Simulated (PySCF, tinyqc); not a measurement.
Inside a calculation. Method: LCCD on RHF in the sto-6g basis, for LiH, spin multiplicity 1. The lowest restricted solution is unstable here: a spin-polarised one lies 0.0010 hartree lower (PySCF). One step of it, computed by the program tinyqc.

Question. LCCD: starting amplitudes. t_ij^ab = <ij||ab> / (e_i + e_j - e_a - e_b), whose energy is MP2.

orbital energies (hartree): MO1 -2.404689, MO2 -0.240686, MO3 0.071384, MO4 0.159248, MO5 0.159248, MO6 0.402509

Two-electron integrals over orbitals (pq|rs), unique and non-zero (hartree):
```
(11|11) 1.665263    (21|11) -0.098112   (21|21) 0.010281    (22|11) 0.316996
(22|21) 0.003033    (22|22) 0.456001    (31|11) -0.144715   (31|21) 0.010982
(31|22) -0.011234   (31|31) 0.023269    (32|11) 0.028152    (32|21) -0.002587
(32|22) -0.056940   (32|31) -0.000538   (32|32) 0.019412    (33|11) 0.395826
(33|21) -0.008967   (33|22) 0.211797    (33|31) 0.000801    (33|32) 0.013839
(33|33) 0.330809    (41|41) 0.010038    (42|41) 0.007103    (42|42) 0.020813
(43|41) 0.010369    (43|42) 0.019987    (43|43) 0.041668    (44|11) 0.396969
(44|21) -0.003344   (44|22) 0.245907    (44|31) -0.004797   (44|32) 0.012936
(44|33) 0.280491    (44|44) 0.313125    (51|51) 0.010038    (52|51) 0.007103
(52|52) 0.020813    (53|51) 0.010369    (53|52) 0.019987    (53|53) 0.041668
(54|54) 0.016875    (55|11) 0.396969    (55|21) -0.003344   (55|22) 0.245907
(55|31) -0.004797   (55|32) 0.012936    (55|33) 0.280491    (55|44) 0.279374
(55|55) 0.313125    (61|11) 0.072210    (61|21) -0.009722   (61|22) -0.007389
(61|31) -0.005202   (61|32) 0.002678    (61|33) 0.011995    (61|44) 0.001505
(61|55) 0.001505    (61|61) 0.011600    (62|11) -0.080167   (62|21) 0.001630
(62|22) 0.110953    (62|31) 0.004113    (62|32) -0.042615   (62|33) -0.020179
(62|44) -0.036341   (62|55) -0.036341   (62|61) 0.000776    (62|62) 0.131828
(63|11) 0.019933    (63|21) -0.002038   (63|22) -0.056108   (63|31) 0.004242
(63|32) 0.015391    (63|33) 0.036509    (63|44) 0.007093    (63|55) 0.007093
(63|61) 0.004231    (63|62) -0.037424   (63|63) 0.029404    (64|41) -0.005926
(64|42) -0.018500   (64|43) -0.012352   (64|64) 0.019530    (65|51) -0.005926
(65|52) -0.018500   (65|53) -0.012352   (65|65) 0.019530    (66|11) 0.356115
(66|21) 0.001016    (66|22) 0.426880    (66|31) -0.010772   (66|32) -0.046795
(66|33) 0.238122    (66|44) 0.259855    (66|55) 0.259855    (66|61) -0.005089
(66|62) 0.100280    (66|63) -0.045019   (66|66) 0.422377
```

Give: Starting amplitudes; correlation energy.

Answer.

Starting amplitudes (spin orbitals 1a, 1b, ...; amplitudes related by a flip of all spins are not repeated):
```
from      to          t
2a 2b  6a 6b    -0.1025
2a 2b  3a 6b     0.0446
2a 2b  3a 3b    -0.0311
2a 2b  5a 5b    -0.0260
2a 2b  4a 4b    -0.0260
1a 1b  3a 3b    -0.0047
1a 2b  5a 5b    -0.0024
1a 2b  4a 4b    -0.0024
1a 1b  6a 6b    -0.0021
1a 1b  5a 5b    -0.0020
1a 1b  4a 4b    -0.0020
1a 2b  3a 6b    -0.0013
1a 1b  3a 6b     0.0010
1a 2b  3b 6a     0.0009
1a 2a  3a 6a  -4.60e-04
1a 2b  6a 6b  -2.25e-04
1a 2b  3a 3b   1.93e-04
```

correlation energy = -0.019267 hartree
